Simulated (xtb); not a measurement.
C2H3, SMILES [CH]=C (connectivity only; charge and spin as stated), charge +1, multiplicity 1. All values are semi-empirical tight-binding results from xtb (GFN2-xTB unless named), good for trends rather than for accurate numbers. Geometry optimised at GFN2-xTB. The multiplicity is an assumed one; other spin states were not compared. The isomer is the one that the SMILES or the coordinates give; other isomers of the formula were not compared.

Computed properties:
```yaml
point_group_as_xtb_finds_it: C2v
orbital_gap: 3.70 eV
zero_point_energy: 20.6 kcal/mol
G − E(el) at 298.15 K (modified RRHO): 7.4 kcal/mol
static polarisability (D4 model): 21.3 bohr³
solvation energy, GFN2-xTB/ALPB(water): -75.7 kcal/mol
solvation energy, GFN2-xTB/ALPB(ether): -62.0 kcal/mol
```

Computed IR lines (harmonic; lines under 4 % of the strongest left out, lines within 3 cm⁻¹ merged):
ν (cm⁻¹): 443 (s), 872 (vs), 938 (vs), 1915 (m), 2766 (vs), 2877 (vs), 3155 (m) (against the strongest line: vs over 80 %, s over 45 %, m over 15 %, w over 4 %, vw less)
